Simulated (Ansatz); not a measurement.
System: CH₃S, charge 0, doublet. CH3S (SMILES [CH2]S, doublet).
B3LYP-D3(BJ)/def2-TZVP minimum from Ansatz (a first-principles code):
```xyz
5

C     -0.0461     1.1066    -0.2404
S     -0.0135    -0.5541     0.1901
H      0.6281    -1.0204    -0.8936
H     -0.5168     1.7811     0.4559
H      0.3815     1.4649    -1.1612
```
Charge 0, spin multiplicity 2.

Total energies in aug-cc-pV(D+d)Z, 13 correlated electrons, 6 frozen orbitals. UHF or UKS for unpaired electrons; spin-orbit terms are left out. Correlated methods leave the cores frozen. No relativity.

```tsv
method	program	energy (Eh)	minus CCSDT(Q) (mEh)
HF	Ansatz	-437.10865	320.86
MP2	Ansatz	-437.38102	48.49
CCSD	Ansatz	-437.41737	12.14
CCSD(T)	Ansatz	-437.42780	1.71
CCSDT(Q)	Ansatz	-437.42951	0.00
```

Rough core times of Ansatz's runs on a shared machine: CCSD(T) under 20 s, CCSDT(Q) 10 min.
